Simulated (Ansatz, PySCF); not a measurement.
carbon disulfide anion (CS2), SMILES S=C=S (connectivity only; charge and spin as stated), charge -1, multiplicity 2. Atoms are numbered in the order given.

```xyz
3

S      0.0000    -1.5491     0.0640
C      0.0000     0.0000    -0.4241
S      0.0000     1.5491     0.0640
```
Charge -1, spin multiplicity 2.

Coordinates come from a PBE0-D3(BJ)/def2-TZVPD optimisation. The spin state was assumed, not searched.

Two levels are set side by side: PBE-D3(BJ)/def2-TZVPD (Ansatz, a program for electronic structure) and PBE0-D3(BJ)/def2-TZVPD (Ansatz). Each level has its own optimised geometry; the coordinates shown are those of the second. Frequencies come from the Hessian of PySCF at each geometry. Differences are taken from unrounded values.

```csv
quantity,PBE0-D3(BJ)
mean bond length (Å),1.624
bond S1–C2 (Å),1.624
bond C2–S3 (Å),1.624
highest harmonic wavenumber (cm⁻¹),1230
mean harmonic wavenumber (cm⁻¹),737
zero-point energy (kcal/mol),3.16
```

Q: What does PBE-D3(BJ) give, and how far is it from PBE0-D3(BJ)? (An estimate is asked for; the answer gives what the named calculation found.)

A: 
| quantity | PBE-D3(BJ) | PBE-D3(BJ) minus PBE0-D3(BJ) |
|---|---|---|
| mean bond length (Å) | 1.637 | 0.013 |
| bond S1–C2 (Å) | 1.637 | 0.013 |
| bond C2–S3 (Å) | 1.637 | 0.013 |
| highest harmonic wavenumber (cm⁻¹) | 1184 | -45 |
| mean harmonic wavenumber (cm⁻¹) | 709 | -28 |
| zero-point energy (kcal/mol) | 3.04 | -0.12 |

Exact exchange shortens and stiffens bonds; PBE has none. Differences between two approximate levels are no errors against the true value.
